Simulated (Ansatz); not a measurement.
# CH₅BS (built from SMILES CBS): molecular dynamics

The task is to watch the atoms for 80 steps of 0.25 fs, started with velocities for 100 K and run with a Nosé-Hoover thermostat, and see to which side of the barrier the system falls.

Computed with Ansatz 0.2.0, Gaussian basis. Level: PBE0-D4/def2-SVP.

## Step 1: Starting geometry

The start, a first-order saddle point found at PBE0-D4 in triple zeta: 8 atoms, charge 0, spin multiplicity 1.

Atoms are counted from 1 here; the program's logs count them from 0.

Bond lengths: B1–S2 2.054 Å, B1–C3 1.424 Å, B1–H5 1.188 Å, S2–H4 1.449 Å, S2–H6 1.344 Å, C3–H7 1.087 Å, C3–H8 1.086 Å. Angles: S2–B1–C3 114.2°, S2–B1–H5 107.0°, C3–B1–H5 137.6°, B1–S2–H4 50.5°, B1–S2–H6 96.2°, H4–S2–H6 91.3°, B1–C3–H7 120.6°, B1–C3–H8 125.6°, H7–C3–H8 113.8°.

As a file:

```
B    -0.6866    0.3745   -0.0334
S    -0.4557   -0.9496    1.5196
C     0.3974    0.3865   -0.9571
H     0.3962    0.1492    1.1105
H    -1.6248    1.0551    0.2282
H     0.3050   -1.8306    0.8475
H     0.4374    1.1249   -1.7531
H     1.2311   -0.3100   -0.9622
```

## Step 2: The run

md/in.yaml reads:

```yaml
crystal:
  periodic: [false, false, false]
  atoms:
    - {symbol: B, position_ang: [-0.686642, 0.374531, -0.033423]}
    - {symbol: S, position_ang: [-0.455690, -0.949598, 1.519582]}
    - {symbol: C, position_ang: [0.397400, 0.386500, -0.957063]}
    - {symbol: H, position_ang: [0.396188, 0.149151, 1.110522]}
    - {symbol: H, position_ang: [-1.624754, 1.055096, 0.228205]}
    - {symbol: H, position_ang: [0.305036, -1.830645, 0.847490]}
    - {symbol: H, position_ang: [0.437362, 1.124941, -1.753120]}
    - {symbol: H, position_ang: [1.231099, -0.309977, -0.962194]}
basis:
  gaussian: {orbitals: def2-SVP}
hamiltonian: {xc: pbe0, dispersion: d4}
md: {n_steps: 80, timestep: 0.25, temperature: 100, ensemble: nvt_nose_hoover, seed: 721, initial_velocities: maxwell_boltzmann}
```

Run with:

```sh
ansatz run in.yaml --threads 2 --pin off --events-out ev --progress --plain --max-ram 4352MiB
```

**Question.** What will these runs give? Wanted: temperature at the start; mean temperature, second half; lowest and highest potential energy, from the first frame; largest change of potential + kinetic.

As calculated:

```
                                                 quantity              value
                                                   length  80 steps, 20.0 fs
                                 temperature at the start              100 K
                            mean temperature, second half              115 K
lowest and highest potential energy, from the first frame     -74 and 55 meV
                    largest change of potential + kinetic            1.1 meV
```

In words: By the last frame it has moved back towards the start side of the step. The thermostat trades energy with the molecule, so the sum of potential and kinetic energy isn't conserved: it changes by +1 meV over the run. The temperature runs between 30 and 197 K.
